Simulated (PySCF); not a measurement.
# Orbital picture of NaLi

B2PLYP at R = 2.921 Å; Na 6-31G(d,p), Li 6-31G(d,p); no relativity (PySCF 2.14). State: ¹Σ⁺ (singlet), closed shell. Only the outer orbitals are listed, counted within each symmetry.

```tsv
orbital	occ.	ε (eV)	on Na (%)	main shells (%)
3σ	2	-59.61	0	100 Li s
1π	2	-35.21	100	100 Na p
1π	2	-35.21	100	100 Na p
4σ	2	-35.21	100	100 Na p
5σ	2	-4.03	62	57 Na s, 38 Li s
6σ	0	-0.69	55	37 Na p, 28 Li p, 18 Na s
2π	0	0.10	61	61 Na p, 39 Li p
2π	0	0.10	61	61 Na p, 39 Li p
```

Which are the highest filled and the lowest empty level, where do they sit, and how wide is the gap?

Highest filled 5σ at -4.03 eV (in %: 57 Na s, 38 Li s); lowest empty 6σ at -0.69 eV (in %: 37 Na p, 28 Li p, 18 Na s); the gap at B2PLYP is 3.34 eV.

* bond order (Mayer): 0.95
* ⟨S²⟩: 0.000
* charge on Na (Mulliken, basis-dependent): -0.23
* charge on Na (Löwdin, basis-dependent): -0.05
* dipole moment (positive dipole means Na(−)Li(+)): -0.19 D

Correlated steps freeze 1 core orbital. Closed-shell solutions of metal pairs were not tested for spin polarisation, which can lower them a little. B2PLYP dipoles, levels and charges come from its SCF part alone.
